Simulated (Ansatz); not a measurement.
**How far each method lies from UCCSDT(Q) for HB–Ga–Cl⁺, doublet**

Geometry: that of the HB–Ga–Cl, triplet, kept fixed.

```xyz
4

B     0.0000   -0.3428    2.2964
Ga    0.0000    0.0981    0.4394
Cl    0.0000   -0.0891   -1.6618
H     0.0000    0.0237    3.4216
```

Basis cc-pVDZ; Ansatz 0.2.0. Only valence electrons are correlated (noble-gas cores and the filled d shells of p-block atoms frozen), which leaves 13 electrons in 44 orbitals. R marks a restricted (for open shells ROHF) determinant, U an unrestricted one. Active spaces: frontier = (9e, 9o) about the gap. No spin–orbit coupling is included, and no scalar relativity.

Full CI isn't at hand for all of this; UCCSDT(Q) serves as the reference, and is uncertain by the last step of the cluster series or more. The frozen core follows each run's orbitals, which can shift R against U totals by a few meV for light atoms and by up to 0.1 eV past Ca.

* UHF ⟨S²⟩: 0.761
* T1 diagnostic (RCCSD): 0.0196
* largest doubles amplitude (RCCSD): 0.049
* T1 diagnostic (UCCSD): 0.0168

```csv
level,E − E(UHF) (eV)
UMP2,-6.0887
UCCSD,-6.9984
UCCSD(T),-7.1850
```

(1) Estimate how far UCCSDT(Q) in cc-pVDZ lies from UCCSD(T). The table doesn't fix it; the size of (T) and the diagnostics are the guide.

(1) UCCSDT(Q) in cc-pVDZ lies 4.5 kJ/mol below UCCSD(T), which is 25 % of the (T) step (-18.0 kJ/mol). The diagnostics give no warning, yet the rest is a sizeable part of (T). The miss exceeds 1 kcal/mol.

The other levels:

| level | E − E(UCCSDT(Q)) (kJ/mol) | wall time |
| --- | --- | --- |
| UCCSDT | 1.5 | – |

Run but not shown, since their state, orbitals or frozen core can't be matched to the reference's or they repeat it: RHF, RMP2, RCCSD, RCCSD(T), BCCD(T), RCCSDT, RCCSDT(Q), CASSCF (frontier space), MRCISD (frontier space), MRCISD+Q (frontier space).
